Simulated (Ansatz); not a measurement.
Species: C₃H₉N, SMILES `CN(C)C` (charge 0, multiplicity 1).

Q: Give a relaxed geometry from B3LYP-D3(BJ)/def2-SVP run with Ansatz (a first-principles code).

A: the end point of this relaxation (outside a Z-matrix the atoms follow the SMILES, hydrogens last).
Bonds (Å): C1–N2 1.447, C1–H5 1.102, C1–H6 1.102, C1–H7 1.116, N2–C3 1.447, N2–C4 1.447, C3–H8 1.102, C3–H9 1.116, C3–H10 1.102, C4–H11 1.116, C4–H12 1.102, C4–H13 1.102. Bond angles (°): N2–C1–H5 110.2, N2–C1–H6 110.2, N2–C1–H7 113.3, H5–C1–H6 107.9, H5–C1–H7 107.5, H6–C1–H7 107.5, C1–N2–C3 112.4, C1–N2–C4 112.4, C3–N2–C4 112.4, N2–C3–H8 110.2, N2–C3–H9 113.3, N2–C3–H10 110.2, H8–C3–H9 107.5, H8–C3–H10 107.9, H9–C3–H10 107.5, N2–C4–H11 113.3, N2–C4–H12 110.2, N2–C4–H13 110.2, H11–C4–H12 107.5, H11–C4–H13 107.5, H12–C4–H13 107.9.
